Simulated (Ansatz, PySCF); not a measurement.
Potential energy curve for SMILES FCF. The C2–H5 bond (C2 also carries F, F, H; H5 carries nothing else) is varied alone, starting from the PBE0/def2-TZVP optimised geometry.

RKS-PBE = restricted PBE/cc-pVDZ (Ansatz, a program for electronic structure); UMP2 = MP2 on UHF/cc-pVDZ, 3 core orbitals frozen run with PySCF 2.14.0; UMP2/3-21G = unrestricted MP2 (frozen core)/3-21G in PySCF 2.14.0; RHF/3-21G = restricted Hartree-Fock/3-21G run with PySCF 2.14.0.

Energies are in eV, each relative to the lowest point of its own curve near equilibrium.

```
R / Å  RKS-PBE   UMP2  UMP2/3-21G  RHF/3-21G
-----  -------  -----  ----------  ---------
0.87     1.520  1.478       1.347      1.214
0.92     0.856  0.813       0.720      0.616
0.99     0.297  0.263       0.216      0.154
1.03     0.122  0.098       0.073      0.035
1.05     0.065  0.048       0.032      0.007
1.09     0.002  0.000       0.000      0.000
1.14     0.000  0.021       0.035      0.068
1.15     0.008  0.034       0.051      0.090
1.21     0.103  0.162       0.185      0.264
1.25     0.201  0.284       0.307      0.413
1.36     0.562  0.718       0.720      0.904
1.48     1.032  1.276       1.233      1.508
1.64     1.683  2.120       1.998      2.344
1.79     2.262  3.154       2.917      3.117
1.96     2.854  3.780       3.468      3.956
2.21     3.587  4.202       3.845      5.087
2.43     4.108  4.359       3.991      5.969
2.68     4.578  4.438       4.069      6.844
2.98     5.002  4.478       4.111      7.727
3.28     5.310  4.494       4.130      8.441
3.78     5.642  4.504       4.143      9.293
```

At the longest distance, 3.78 Å, RHF/3-21G lies highest above its minimum (9.293 eV) and UMP2/3-21G lowest (4.143 eV).

The restricted form behind RKS-PBE, RHF/3-21G keeps the bonding electrons paired and can't separate into open-shell fragments. The unrestricted determinant behind UMP2, UMP2/3-21G is spin-contaminated at 1.64 to 3.78 Å (<S²> up to 1.0, against 0.00 for a pure singlet).
